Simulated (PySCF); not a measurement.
Atoms are numbered as in `[CH3:1]/[CH:2]=[CH:3]/[CH:4]=[O:5]`. Hydrogens are named by the atom that carries them.

- shieldings: GIAO PBE0/pcSseg-1
- couplings computed with B3LYP/pcJ-1 (without the spin–dipole term)
- geometry: GFN2-xTB
- code: PySCF 2.14.0 with density-fitted response routines
- one conformer, equivalent nuclei averaged, no relativistic terms, gas phase

Referencing at the same level of theory: TMS for $^{1}$H.

The spectrum was simulated from the full spin Hamiltonian at 200 MHz with 1.0 Hz Lorentzian lines, from shifts rounded to 0.01 ppm and J to 0.1 Hz, couplings under 1 Hz left out.

Task: List the maxima of its $^{1}$H spectrum with integrals.

Result: 
Maxima in Hz from TMS (height), grouped by integral:
1H: 1950.0 (61), 1942.1 (63)
1H: 1384.2 (7), 1376.5 (20), 1368.8 (23), 1360.6 (29), 1352.9 (27), 1345.2 (10)
1H: 1278.4 (6), 1276.4 (15), 1274.3 (15), 1272.2 (6), 1270.4 (6), 1268.4 (15), 1266.4 (15), 1264.3 (6), 1262.4 (5), 1260.4 (11), 1258.3 (11), 1256.2 (5), 1254.4 (4), 1252.4 (11), 1250.4 (11), 1248.3 (4)
3H: 444.8 (100), 442.8 (100), 437.2 (99), 435.2 (98)

Task: Summarise it as multiplets with assignments.

Result: $^{1}$H NMR (200 MHz, computed): δ 9.73 (d, J = 8.0 Hz, 1H, H(C4)), 6.82 (dq, J = 16.0, 7.7 Hz, 1H, H(C2)), 6.32 (ddq, J = 16.0, 8.0, 2.1 Hz, 1H, H(C3)), 2.20 (dd, J = 7.7, 2.1 Hz, 3H, H(C1)). These are first-order names; overlap and second-order distortion can hide them in the list.

Multiplet labels drop couplings under 1 Hz and merge nearly equal ones. Unscaled 3J(H,H) at this level run about 10 % above measured values.
